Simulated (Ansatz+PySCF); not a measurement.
Results of a calculation; reference values are marked as such.
Input for PySCF 2.14.0:

```python
from pyscf import gto, scf, cc

mol = gto.M(atom="""
Si 0.000000 0.000000 0.000000
Cl 0.744110 0.992140 2.148050
""", basis='sto-3g', charge=0, spin=1)
mf = scf.UHF(mol)
mf.kernel()
mycc = cc.CCSD(mf, frozen=10).run()
et = mycc.ccsd_t()
print(mf.e_tot, mycc.e_corr, et, mycc.e_tot + et)
```

The script is written out from the run's settings.

Results

```
Converged                       : yes
Reference energy                : -740.13345 hartree
CCSD correlation energy         : -0.03384 hartree
Triples correction              : -0.00109 hartree
Total energy                    : -740.16839 hartree
Spin squared of the determinant : 0.755
```
